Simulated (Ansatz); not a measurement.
System: zinc-blende HgSe. Method: PBEsol (Ansatz, a first-principles code, plane waves, PAW).

Settings: plane-wave cutoff 520 eV, 20×20×20 k mesh, Fermi–Dirac smearing 0.05 eV, perturbation theory, scalar-relativistic PAW data made under PBE.

The cell has the measured lattice parameters. Conventional cell: a = 6.0850 Å, b = 6.0850 Å, c = 6.0850 Å, α = 90.00°, β = 90.00°, γ = 90.00°.

HgSe is taken in the cubic space group F-43m (No. 216), the zinc blende structure, Pearson symbol cF8. Lattice parameters: a = 6.085 Å, b = 6.085 Å, c = 6.085 Å, α = 90.00°, β = 90.00°, γ = 90.00°. Hg on 4a is coordinated by 4 Se at 2.635 Å (tetrahedral). Se on 4c is surrounded by 4 Hg at 2.635 Å (tetrahedral). (Neighbours: up to the widest gap in distance over summed covalent radii, below 1.35, at either atom; cation-cation and far metal-metal contacts left out.)
(The calculation used a cell of 2 atoms; values per cell refer to that cell.)

Harmonic phonon frequencies (cm⁻¹; i marks an imaginary mode; at Γ without the LO shift):

```
q point           frequencies
-------  --------------------
Γ                  (withheld)
X        13 13 99 172 174 174
L        19 19 87 154 154 183
```

Q: Some entries are withheld; supply them.

A: 
- Γ, frequencies: 0 0 0 131 131 131

No imaginary mode appears at these points.

Note: the solid has no gap at this level, which affects its response; the cell isn't this level's own, so it is under some stress, which shifts stiffness and frequencies.
